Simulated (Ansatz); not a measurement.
Wavefunction ladder for `NCS`

```xyz
8

N     0.019   -0.599    0.968
C    -0.258    0.435   -0.002
S     1.211    0.927   -0.938
H    -0.808   -0.796    1.521
H     0.298   -1.458    0.511
H    -0.564    1.339    0.529
H    -1.045    0.203   -0.730
H     1.146   -0.049   -1.858
```

Total charge 0; spin multiplicity 1. Geometry: relaxed with PBE0-D4/def2-TZVP. It is one conformer, not always the lowest. Frozen core, restricted reference, Ansatz 0.2.0. CBS rows extrapolate triple and quadruple zeta; past MP2 they add the triple-zeta difference.

| basis | HF (Eh) | MP2 corr. | CCSD corr. | (T) | CCSD(T) total |
| --- | --- | --- | --- | --- | --- |
| def2-SVP | -492.54527 | ? | ? | ? | ? |
| def2-TZVPP | -492.79710 | -0.57258 | -0.60930 | -0.02471 | -493.43111 |
| def2-QZVPP | -492.81353 | -0.61530 | – | – | – |
| CBS(def2) | -492.81579 | -0.64695 | ? | as TZ | ? |

Task: Fill in the withheld values. (Best estimate.)

Result: The calculation gave: def2-SVP MP2 corr.: -0.45019; def2-SVP CCSD corr.: -0.49130; def2-SVP (T): -0.01327; def2-SVP CCSD(T) total: -493.04984; CBS(def2) CCSD corr.: -0.68368; CBS(def2) CCSD(T) total: -493.52418.
